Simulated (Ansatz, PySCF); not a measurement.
Bonds broken one at a time in the series allyl-X. All species are isolated molecules in the gas phase. One relaxed conformer stands for each flexible species; it need not be the lowest. Strings in code marks are SMILES.

Quantity: electronic energy of isomers of CH3O, doublet states, relative to `[CH2]O`, in kcal/mol. HF references are unrestricted for open shells and restricted for singlets.

Level 1: frozen-core MP2/cc-pVTZ // PBE0-D4/def2-TZVP (Ansatz, a quantum-chemistry and plane-wave program)
Level 2: B3LYP/6-31G* // PBE0-D4/def2-TZVP (PySCF)
Level 3: PBE/6-31G* // PBE0-D4/def2-TZVP (PySCF)
Level 4: SVWN5/6-31G* // PBE0-D4/def2-TZVP (PySCF)

```json
[
 {"species": "`C[O]`", "level 2": "0.89", "level 3": "2.39", "level 4": "6.41"}
]
```

**Question.** What does level 1 give for each?

**Answer.** 
- `C[O]`: 13.4
